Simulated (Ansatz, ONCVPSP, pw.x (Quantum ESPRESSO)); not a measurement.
**pw.x on bcc Ru: one setting changed**

Potential: optimised norm-conserving Vanderbilt (ONCV), ONCVPSP 4.0.1.1 (patched build), PBEsol; core [Ar] 3d10, reference 4s2 4p6 4d7 5s1; waves: 4s+5s: rc 1.90 bohr, ncon 3, nbas 6, qcut 5.6 1/bohr, 2 projectors; 4p: rc 1.80 bohr, ncon 5, nbas 9, qcut 7.9 1/bohr, 2 projectors, debl 2.8 Ha; 4d: rc 1.95 bohr, ncon 4, nbas 8, qcut 9.1 1/bohr, 3 projectors, debl 2.4 Ha; local part: polynomial inside 1.30 bohr (lpopt 5, dvloc0 4 Ha); core correction: polynomial model core, fcfact 0.5.

The reference run (k-mesh 15³, cutoffs 70/280 Ry, Fermi–Dirac 0.01 Ry, mixing_beta 0.4, conv_thr 1e-9, no spin) gives 1.32 GPa at 13.768 Å³/atom, where all-electron LAPW gives 0.38 GPa. This run, with its own iteration cap, changes k-mesh shift to 1.

```
&control
  calculation='scf', prefix='x', pseudo_dir='./', outdir='./tmp', tstress=.true., disk_io='none'
/
&system
  ibrav=0, nat=1, ntyp=1, ecutwfc=70, ecutrho=280, nbnd=16,
  occupations='smearing', smearing='fd', degauss=0.01
/
&electrons
  conv_thr=1e-09, mixing_beta=0.4, electron_maxstep=50
/
ATOMIC_SPECIES
Ru 1.0 Ru.UPF
CELL_PARAMETERS angstrom
  -1.50986096 1.50986096 1.50986096
  1.50986096 -1.50986096 1.50986096
  1.50986096 1.50986096 -1.50986096
ATOMIC_POSITIONS crystal
Ru 0.0000 0.0000 0.0000
K_POINTS automatic
15 15 15 1 1 1
```

```bash
pw.x < Ru.scf.in > Ru.scf.out
```

How does the run end?

It converges in 8 iterations; the free energy moves by +3.1 meV/atom and the pressure by +0.16 GPa.

```
Message from routine setup:
     using ibrav=0 with symmetry is DISCOURAGED, use correct ibrav instead
     lattice parameter (alat)  =       4.9419  a.u.
     unit-cell volume          =      92.9111 (a.u.)^3
     number of electrons       =        16.00
     number of Kohn-Sham states=           16
     kinetic-energy cutoff     =      70.0000  Ry
     charge density cutoff     =     280.0000  Ry
     scf convergence threshold =      1.0E-09
     Exchange-correlation= PBESOL
     number of k points=   120  Fermi-Dirac smearing, width (Ry)=  0.0100
     iteration #  1     ecut=    70.00 Ry     beta= 0.40
     total energy              =    -223.27629020 Ry
     estimated scf accuracy    <       0.12906671 Ry
     iteration #  2     ecut=    70.00 Ry     beta= 0.40
     total energy              =    -223.29417889 Ry
     estimated scf accuracy    <       0.00400415 Ry
     iteration #  3     ecut=    70.00 Ry     beta= 0.40
     total energy              =    -223.29422098 Ry
     estimated scf accuracy    <       0.00078526 Ry
     iteration #  4     ecut=    70.00 Ry     beta= 0.40
     total energy              =    -223.29427794 Ry
     estimated scf accuracy    <       0.00001783 Ry
     iteration #  5     ecut=    70.00 Ry     beta= 0.40
     total energy              =    -223.29427973 Ry
     estimated scf accuracy    <       0.00000116 Ry
     iteration #  6     ecut=    70.00 Ry     beta= 0.40
     total energy              =    -223.29427985 Ry
     estimated scf accuracy    <       0.00000005 Ry
     iteration #  7     ecut=    70.00 Ry     beta= 0.40
     total energy              =    -223.29427986 Ry
     estimated scf accuracy    <          1.2E-09 Ry
     iteration #  8     ecut=    70.00 Ry     beta= 0.40
     the Fermi energy is    23.1301 ev
!    total energy              =    -223.29427986 Ry
     estimated scf accuracy    <          3.6E-11 Ry
     smearing contrib. (-TS)   =      -0.00856495 Ry
     The total energy is F=E-TS. E is the sum of the following terms:
     one-electron contribution =     -34.86020811 Ry
     hartree contribution      =      29.86558912 Ry
     xc contribution           =     -55.02949065 Ry
     ewald contribution        =    -163.26160526 Ry
     convergence has been achieved in   8 iterations
          total   stress  (Ry/bohr**3)                   (kbar)     P=       14.74
     Message from routine punch:
     Nothing written, as per user request (disk_io='none')
```

The run took about 44 s on one core of a shared host (Neoverse-N1, 64 threads, 124 GiB, load 58).
